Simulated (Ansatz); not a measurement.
C3H4O2 can be A, `C=CC(=O)O`, or B, `OC1=COC1`.

Calculated with Ansatz (gas phase, PBE0-D4/def2-TZVP geometries, no zero-point term in ΔE). CBS: MP2 limit from def2 TZ/QZ plus the TZ coupled-cluster correction, frozen cores. DFT in def2-TZVPP. Each species was taken in one conformer, which may not be the lowest.

(1) Which isomer does CCSD(T)/CBS put lower? Give the gap. (Best estimate.)

(2) Give E(B) − E(A) in kJ/mol with r2SCAN-D4, MP2/def2-TZVPP, LDA (SPW92), PBE-D4, HF/def2-TZVPP, ωB97M-V, BLYP-D4. (Best estimate.)

(3) Does the order hold for the free energy at 298.15 K (harmonic terms from PBE0-D4)? (Best estimate.)

Largest T1 diagnostic: 0.015.

## Answers

(1) The calculation gave: A, by 224.9 kJ/mol.

(2) Computed: r2SCAN-D4 229.6, MP2/def2-TZVPP 225.7, LDA (SPW92) 195.7, PBE-D4 214.1, HF/def2-TZVPP 258.7, ωB97M-V 224.0, BLYP-D4 237.5. None reverses the order clearly.

(3) The calculation gave: Yes: G(B) − G(A) = +226.0 kJ/mol, for one conformer each.

In def2-TZVPP, CCSD(T) changes the Hartree–Fock value by −32.1 kJ/mol (the triples alone add −1.2 kJ/mol) and MP2 by −32.9 kJ/mol. At CCSD(T), def2-SVP lies +17.2 kJ/mol from the extrapolated value and def2-TZVPP +1.7 kJ/mol.
